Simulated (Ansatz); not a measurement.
in.yaml

```yaml
crystal:
  periodic: [false, false, false]
  atoms:
    - {symbol: Hf, position_ang: [0.000000, 0.000000, 1.564473]}
    - {symbol: O, position_ang: [0.000000, 0.000000, -0.305590]}
    - {symbol: H, position_ang: [0.000000, 0.000000, -1.258884]}
basis:
  gaussian: {orbitals: def2-SVPD}
total_charge: 1
magnetization: {spin_polarized: false}
correlation: {method: mp2, electrons: valence}
```

```sh
$ ansatz run in.yaml --threads 1 --pin off --events-out ev --progress --plain --max-ram 2393MiB
```

The program prints:

```
620 factors; integrals over basis functions are off by at most 1.1e-3 eV
mean field evaluation 1: about -3323.2421 eV, gradient 8.1e1 eV
mean field evaluation 2: about -3323.2493 eV, gradient 8.0e1 eV
mean field evaluation 4: about -3336.2067 eV, gradient 7.0e0 eV
mean field evaluation 8: about -3336.4647 eV, gradient 3.7e-1 eV
mean field evaluation 16: about -3333.4386 eV, gradient 1.5e1 eV
mean field evaluation 32: about -3334.4663 eV, gradient 2.3e0 eV
mean field -3336.46809562 eV, -122.6129409746 hartree, gradient 7.1e-6 eV, S^2 0.000000; 3 other end points of the search recorded, 0 dependent functions left out; unrestricted orbitals would lower it
1 core orbitals not correlated: weight in the atoms' cores, before any rotation towards them, 1.000 or more for the frozen orbitals, at most 0.000 for the correlated occupied ones
reference -3336.46809562 eV, -122.6129409746 hartree; 9, 9 occupied and 56, 56 virtual orbitals, 620 factors
second order -10.70484228 eV of doubles, -0.00000000 eV of singles
Total energy: -3347.17293789 eV, -123.0063366723 hartree
```

Ran on 1 thread of AMD EPYC, shared host: 1.3 s wall, 0.16 GiB peak host memory.
